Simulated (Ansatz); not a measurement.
Geometry optimisation, RKS LDA/def2-SVP (Ansatz).

Input file:

```yaml
crystal:
  periodic: [false, false, false]
  atoms:
    - { symbol: B, position_ang: [0.007542, -0.046801, 0.472163] }
    - { symbol: C, position_ang: [0.001311, 0.409434, 1.984678] }
    - { symbol: H, position_ang: [-0.959221, 0.284795, 2.524332] }
    - { symbol: H, position_ang: [0.845718, 0.030895, 2.596188] }
    - { symbol: H, position_ang: [0.162903, 1.516713, 1.899291] }
    - { symbol: H, position_ang: [1.06461, -0.242784, -0.108712] }
    - { symbol: H, position_ang: [-1.013589, 0.003208, -0.199181] }
    - { symbol: P, position_ang: [-0.310938, -3.115883, 0.774905] }
    - { symbol: H, position_ang: [-0.835308, -2.801579, -0.530325] }
    - { symbol: H, position_ang: [1.050174, -3.018621, 0.312588] }
    - { symbol: H, position_ang: [-0.331703, -1.738078, 1.188773] }
basis:
  gaussian: { orbitals: def2-SVP }
hamiltonian:
  xc: lda
relax:
  f_tol: 0.03
  max_steps: 50
output:
  orbitals: {}
```

Command:

```bash
$ ansatz run input.yaml --threads 2 --pin off --max-ram 3072MiB --backend cpu --events-out ev --progress --plain --runs-dir out
```

Question: Where does it end, and by what steps?

Answer: It converged. After 22 steps the energy has fallen by 0.125 eV; H10 moved furthest, 1.22 Å.

| step | energy less start (eV) | largest force component (eV/Å) | accepted |
| --- | --- | --- | --- |
| 0 | 0.0000 | 0.628 | yes |
| 1 | -0.0308 | 0.270 | yes |
| 2 | -0.0370 | 0.221 | yes |
| 3 | -0.0473 | 0.085 | yes |
| 4 | -0.0483 | 0.044 | yes |
| 5 | -0.0490 | 0.047 | yes |
| 6 | -0.0500 | 0.055 | yes |
| 7 | -0.0506 | 0.098 | yes |
| 8 | -0.0514 | 0.073 | yes |
| 9 | -0.0527 | 0.044 | yes |
| 10 | -0.0541 | 0.066 | yes |
| 11 | -0.0542 | 0.209 | yes |
| 12 | -0.0567 | 0.108 | yes |
| 13 | -0.0616 | 0.091 | yes |
| 14 | -0.0690 | 0.313 | yes |
| 15 | -0.0742 | 0.605 | yes |
| 16 | -0.0941 | 0.340 | yes |
| 17 | -0.1045 | 0.184 | yes |
| 18 | -0.1169 | 0.350 | yes |
| 19 | -0.1226 | 0.131 | yes |
| 20 | -0.1192 | 0.114 | no |
| 21 | -0.1249 | 0.040 | yes |
| 22 | -0.1252 | 0.017 | yes |

```xyz
11
Properties=species:S:1:pos:R:3
B -0.205 -0.196 0.479
C 0.202 0.210 1.935
H -0.558 -0.010 2.715
H 1.189 -0.175 2.270
H 0.295 1.323 1.909
H 0.622 -0.307 -0.413
H -1.349 0.072 0.099
P -0.421 -2.849 0.721
H 0.154 -2.910 -0.597
H 0.798 -2.369 1.311
H -1.047 -1.508 0.486
```

Whether the end is a true minimum wasn't checked by a vibrational analysis.

Time of the run: 35 s on 2 threads of Arm Neoverse N1, with other jobs on the host, peak memory 0.12 GiB.
